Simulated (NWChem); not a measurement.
System: pyrazine (C$_{4}$H$_{4}$N$_{2}$); SMILES c1cnccn1

Results from NWChem. STO-3G and 3-21G are far too small for this property and stand as cheap habits. The geometry was optimised at PBE0/def2-SVP. Gas phase, vertical.

B3LYP/3-21G, TDA puts singlet state 4 at 5.98 eV with oscillator strength 0.065.

**Question.** Give the wavelength, the transition dipole and the radiative lifetime of that state in vacuum.

**Answer.** 
1. λ = 1239.84/5.98 = 207 nm, or 48230 cm⁻¹.
2. f = (2/3) ΔE μ² in atomic units, so μ = √(1.5 f/ΔE) = 0.67 a.u. = 1.69 D.
3. τ = 1.499 s cm⁻² / (f ν²) = 9.9 ns, for a non-degenerate state that emits at the vertical energy; a higher state like this one mostly decays faster by other paths.
